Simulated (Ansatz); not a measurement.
A run of Ansatz (development build ahead of 0.2.0) on doublet CH2N at this shape:

| atom | x (Å) | y (Å) | z (Å) |
| --- | --- | --- | --- |
| C | 0.0000 | 0.0000 | 0.0000 |
| H | 0.9300 | 0.0000 | -0.5600 |
| H | -0.9300 | 0.0000 | -0.5600 |
| N | 0.0000 | 0.0000 | 1.2450 |

Its results:

| Property | Result |
| --- | --- |
| Converged | yes |
| Total energy | -93.79196 hartree |
| Spin squared of the determinant | 0.750 |
| Stability test | minimum among restricted orbitals |

Forces (eV/Å):
| atom | Fx | Fy | Fz |
| --- | --- | --- | --- |
| C1 | 0.000 | 0.000 | 0.950 |
| H2 | 0.626 | 0.000 | -0.432 |
| H3 | -0.626 | 0.000 | -0.432 |
| N4 | 0.000 | 0.000 | -0.086 |

Q: Which input gives this output? Name the method, the orbitals and the basis set, and write the input.

A: PBE0 (restricted open-shell) in def2-SVP.

```yaml
crystal:
  periodic: [false, false, false]
  atoms:
    - { symbol: C, position_ang: [0.0, 0.0, 0.0] }
    - { symbol: H, position_ang: [0.93, 0.0, -0.56] }
    - { symbol: H, position_ang: [-0.93, 0.0, -0.56] }
    - { symbol: "N", position_ang: [0.0, 0.0, 1.245] }
basis:
  gaussian: { orbitals: def2-SVP }
magnetization:
  initial_magnetization: 1
hamiltonian:
  xc: pbe0
output:
  forces: true
```
